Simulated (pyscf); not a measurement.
Elementary routes open to HGa=Se + hydrogen (H₂) in the gas phase (singlet surface):
A. H₂Ga–SeH (H–H broken; H–Se, Ga–H formed)
B. Ga–SeH [singlet] + hydrogen (H₂) (Ga–H, H–H broken; H–Se, H–H formed)

Optimised with ωB97X-D3(BJ)/def2-SVP in PySCF.

Q: Rank the routes by free-energy barrier at 1200 K, lowest first, for ωB97M-D3(BJ)/def2-TZVP energies (ideal gas, 1 atm, RRHO with modes under 100 cm⁻¹ raised to 100, one conformer, R ln 2 for chiral ones without a mode under 150 cm⁻¹).

A: A (254.6 kJ/mol), B (373.1 kJ/mol)

Route A is the fastest of these, ahead of the next by 118.4 kJ/mol. The most stable products are those of B (ΔG = -57.1 kJ/mol), whose barrier is 118.4 kJ/mol higher: the kinetic and the thermodynamic product differ. At 298 K A is still the fastest. Only these routes are compared; each barrier is that of the saddle found, and lower ones may exist. Elements up to Kr have no core potential and no relativistic terms here.
